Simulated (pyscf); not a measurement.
HO–Zn–OH (SMILES [OH][Zn][OH]) + H₂O (SMILES O) → H₂O (SMILES O) + HO–Zn–OH (SMILES [OH][Zn][OH]) (four-centre exchange; singlet surface; O–Zn, H–O broken, H–O, O–Zn formed). Structures and frequencies: ωB97X-D3(BJ)/def2-SVP in PySCF. Energies in kcal/mol from the separated reactants.

```
level                   barrier  reaction energy
----------------------  -------  ---------------
ωB97X-D3(BJ)/def2-TZVP     -5.7              0.0
PBE/def2-TZVP              -5.5              0.0
PBE0-D3(BJ)/def2-TZVP       [?]              0.0
M06-2X/def2-TZVP          -10.2              0.0
ωB97M-D3(BJ)/def2-TZVP     -5.1              0.0
HF/def2-TZVP                [?]              0.0
```

### Question
Complete the blanks.

### Answer

- PBE0-D3(BJ)/def2-TZVP, barrier: -6.7
- HF/def2-TZVP, barrier: 1.4

On the reactant side the descent ends in an adduct with a O–Zn contact, 14.2 kcal/mol under the separated species and 8.5 kcal/mol under the saddle at ωB97X-D3(BJ)/def2-TZVP. On the product side the descent ends in an adduct with a O–Zn contact, 14.3 kcal/mol under the separated species and 8.6 kcal/mol under the saddle at ωB97X-D3(BJ)/def2-TZVP. At ωB97X-D3(BJ)/def2-TZVP, PBE, PBE0-D3(BJ), M06-2X, ωB97M-D3(BJ) the saddle lies under the separated reactants, which points to a path from their complex (located at ωB97X-D3(BJ) alone). At ωB97X-D3(BJ)/def2-TZVP, PBE, PBE0-D3(BJ), M06-2X, ωB97M-D3(BJ) the saddle lies under the separated products, which points to a path from their complex (located at ωB97X-D3(BJ) alone). What is counted as formed (O–Zn) is already present as a longer contact in the reactant adduct; forming that adduct is a step of its own. What is counted as broken (O–Zn) persists as a longer contact in the product adduct; parting that adduct is a step of its own. This is the saddle that the search found; another between the same sides may lie lower. Elements up to Kr have no core potential and no relativistic terms here.
